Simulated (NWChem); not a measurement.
System: CH, doublet; SMILES [CH]

NWChem input:

```
start job
memory heap 200 mb stack 700 mb global 900 mb
geometry units angstroms noautosym nocenter noautoz
  C      0.000000     0.000000    -0.161964
  H      0.000000     0.000000     0.957360
end
basis spherical
  * library 6-31g*
end
dft
  odft
  mult 2
  xc xpbe96 cpbe96
  iterations 150
end
cosmo
  dielec 2.0
end
task dft energy
```

NWChem printed, in part:

```
             Northwest Computational Chemistry Package (NWChem) 7.3.0
             --------------------------------------------------------

                             Geometry "geometry" -> ""
                             -------------------------

 Output coordinates in angstroms (scale by  1.889725989 to convert to a.u.)

  No.       Tag          Charge          X              Y              Z
 ---- ---------------- ---------- -------------- -------------- --------------
    1 C                    6.0000     0.00000000     0.00000000    -0.16196400
    2 H                    1.0000     0.00000000     0.00000000     0.95736000

 Effective nuclear repulsion energy (a.u.)       2.8365902044

  pbe96 is a nonlocal functional; adding pw91lda local functional.

                                 NWChem DFT Module
                                 -----------------

 Summary of "ao basis" -> "ao basis" (spherical)
 ------------------------------------------------------------------------------
       Tag                 Description            Shells   Functions and Types
 ---------------- ------------------------------  ------  ---------------------
 C                           6-31g*                  6       14   3s2p1d
 H                           6-31g*                  2        2   2s

 in cosmo_initialize ...

 solvent parameters
 solvname_short: unkn
 solvname_long:  unknown
 dielec:        2.0000

          ---------------
          -cosmo- solvent
          ---------------
 Cosmo: York-Karplus, doi: 10.1021/jp992097l
 dielectric constant -eps-     =   2.00
 screen = (eps-1)/(eps    )    =   0.50000
 surface charge correction     = lagrangian

   van der Waals surface
 --------------------------

[...]

                                   COSMO solvation results
                                   -----------------------

                 gas phase energy =       -38.410737652013
                 sol phase energy =       -38.412764852646
 (electrostatic) solvation energy =         0.002027200633 (    1.27 kcal/mol)

                    DFT Final Alpha Molecular Orbital Analysis
                    ------------------------------------------

 Vector    2  Occ=1.000000D+00  E=-5.789917D-01
              MO Center=  2.8D-09,  2.8D-09,  2.8D-01, r^2= 7.6D-01
   Bfn.  Coefficient  Atom+Function         Bfn.  Coefficient  Atom+Function
  ----- ------------  ---------------      ----- ------------  ---------------
     6      0.428161  1 C  s                  2      0.413957  1 C  s
    15      0.222906  2 H  s                  1     -0.200083  1 C  s
     5      0.186085  1 C  pz                16      0.081950  2 H  s
     9      0.065292  1 C  pz

 Vector    3  Occ=1.000000D+00  E=-2.641403D-01
              MO Center=  5.2D-09,  5.2D-09, -2.1D-01, r^2= 1.2D+00
   Bfn.  Coefficient  Atom+Function         Bfn.  Coefficient  Atom+Function
  ----- ------------  ---------------      ----- ------------  ---------------
     6      0.519581  1 C  s                  5     -0.461627  1 C  pz
    16     -0.300837  2 H  s                 15     -0.240165  2 H  s
     9     -0.223295  1 C  pz                 2      0.202925  1 C  s
     1     -0.114461  1 C  s                 12     -0.035664  1 C  d  0

 Vector    4  Occ=1.000000D+00  E=-1.981761D-01
              MO Center=  5.3D-10,  4.9D-10, -1.5D-01, r^2= 1.0D+00
   Bfn.  Coefficient  Atom+Function         Bfn.  Coefficient  Atom+Function
  ----- ------------  ---------------      ----- ------------  ---------------
     3      0.452115  1 C  px                 4     -0.452104  1 C  py
     7      0.343777  1 C  px                 8     -0.343769  1 C  py

 Vector    5  Occ=0.000000D+00  E=-1.766318D-01
              MO Center= -7.4D-09, -7.4D-09, -1.5D-01, r^2= 1.0D+00
   Bfn.  Coefficient  Atom+Function         Bfn.  Coefficient  Atom+Function
  ----- ------------  ---------------      ----- ------------  ---------------
     3      0.440844  1 C  px                 4      0.440854  1 C  py
     7      0.355852  1 C  px                 8      0.355860  1 C  py

 Vector    6  Occ=0.000000D+00  E= 1.072704D-01
              MO Center=  4.6D-10,  4.6D-10,  9.0D-01, r^2= 2.0D+00
   Bfn.  Coefficient  Atom+Function         Bfn.  Coefficient  Atom+Function
  ----- ------------  ---------------      ----- ------------  ---------------
    16      1.874016  2 H  s                  6     -1.099751  1 C  s
     9     -0.938033  1 C  pz                 5     -0.424359  1 C  pz
     2     -0.192077  1 C  s                 15      0.132656  2 H  s
     1      0.079964  1 C  s

 Vector    7  Occ=0.000000D+00  E= 4.792559D-01
              MO Center=  1.6D-11,  5.9D-11, -1.6D-01, r^2= 1.9D+00
   Bfn.  Coefficient  Atom+Function         Bfn.  Coefficient  Atom+Function
  ----- ------------  ---------------      ----- ------------  ---------------
     7     -0.788770  1 C  px                 8      0.788751  1 C  py
     3      0.731811  1 C  px                 4     -0.731793  1 C  py

                     DFT Final Beta Molecular Orbital Analysis
                     -----------------------------------------

[...]
```

Level: PBE/6-31G* (spherical d), spin-unrestricted, COSMO on the gas-phase geometry. The state is orbitally degenerate and is run as one real component. The geometry was optimised at PBE0/def2-SVP, spin-unrestricted. No stability test was run on the SCF state. COSMO prints the solvation energy as gas minus solution, so a positive value is a stabilisation.
